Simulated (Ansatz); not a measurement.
Task: a rigid torsion scan of C₃H₅NO, SMILES C/C=N/C=O, with the Python package of Ansatz (0.2.0). Give the script and its output. Level of theory (for the species named): Hartree-Fock, def2-SVP basis, multiplicity 1.

```yaml
atoms:
  - { symbol: C, position_ang: [-1.6517, -0.0582, -0.0826] }
  - { symbol: C, position_ang: [-0.1806, -0.2454, 0.1285] }
  - { symbol: N, position_ang: [0.6591, 0.6290, -0.3155] }
  - { symbol: C, position_ang: [1.9853, 0.3692, -0.0729] }
  - { symbol: O, position_ang: [2.4398, -0.6044, 0.5192] }
  - { symbol: H, position_ang: [-1.8559, 0.8660, -0.6286] }
  - { symbol: H, position_ang: [-2.1470, -0.0273, 0.8912] }
  - { symbol: H, position_ang: [-2.0390, -0.9113, -0.6454] }
  - { symbol: H, position_ang: [0.1216, -1.1581, 0.6748] }
  - { symbol: H, position_ang: [2.6685, 1.1406, -0.4686] }
```

`c3h5no.py`:
```python
"""Rigid torsion scan of C3H5NO."""

import ansatz as az
from ase import Atoms

config = {
    "basis_set": "def2-SVP",
    "functional": "hf",
    "force_tol": 0.02,
}


def main() -> None:
    atoms = Atoms(["C", "C", "N", "C", "O", "H", "H", "H", "H", "H"], positions=[
        (-1.6517, -0.0582, -0.0826),
        (-0.1806, -0.2454, 0.1285),
        (0.6591, 0.629, -0.3155),
        (1.9853, 0.3692, -0.0729),
        (2.4398, -0.6044, 0.5192),
        (-1.8559, 0.866, -0.6286),
        (-2.147, -0.0273, 0.8912),
        (-2.039, -0.9113, -0.6454),
        (0.1216, -1.1581, 0.6748),
        (2.6685, 1.1406, -0.4686),
    ])

    # start the scan from a relaxed geometry
    first = (
        az.Crystal.molecule_from_ase(atoms).calculation()
        .basis(gaussian=config["basis_set"])
        .functional(config["functional"])
        .relax(force_tolerance=config["force_tol"], max_steps=80)
    )
    atoms.positions = first.run(threads=1).report["positions_ang"]

    start = atoms.get_dihedral(2, 1, 0, 5)
    energies = {}
    for turn in range(0, 121, 20):
        turned = atoms.copy()
        turned.set_dihedral(2, 1, 0, 5, start + turn, indices=[0, 5, 6, 7])
        calc = (
            az.Crystal.molecule_from_ase(turned).calculation()
            .basis(gaussian=config["basis_set"])
            .functional(config["functional"])
        )
        energies[round((start + turn) % 360)] = calc.run(threads=1).report["free_energy_ev"]
    floor = min(energies.values())
    print("dihedral N2-C1-C0-H5 (deg)   E - E(min) (kJ/mol)")
    for angle, e in sorted(energies.items()):
        print(f"{angle:8d} {96.485332 * (e - floor):14.3f}  " + "#" * int(30 * (e - floor) / max(max(energies.values()) - floor, 1e-9)))


if __name__ == "__main__":
    main()
```

```console
$ python c3h5no.py
dihedral N2-C1-C0-H5 (deg)   E - E(min) (kJ/mol)
      20          1.708  ######
      40          5.280  #####################
      60          7.391  ##############################
      80          6.146  ########################
     100          2.984  ############
     120          1.095  ####
     360          0.000
```

The scan is rigid and the energies are electronic, in a modest basis. With rigid groups the curve can differ much from the relaxed path, the start wasn't checked as a minimum of this torsion, and equivalent turns needn't return to the same energy. Wall time of the script: 18 s on 1 thread of Arm Neoverse V1 (shared host), peak memory 0.24 GiB.

(Lines on the test bed's own set-up are left out of the output.)
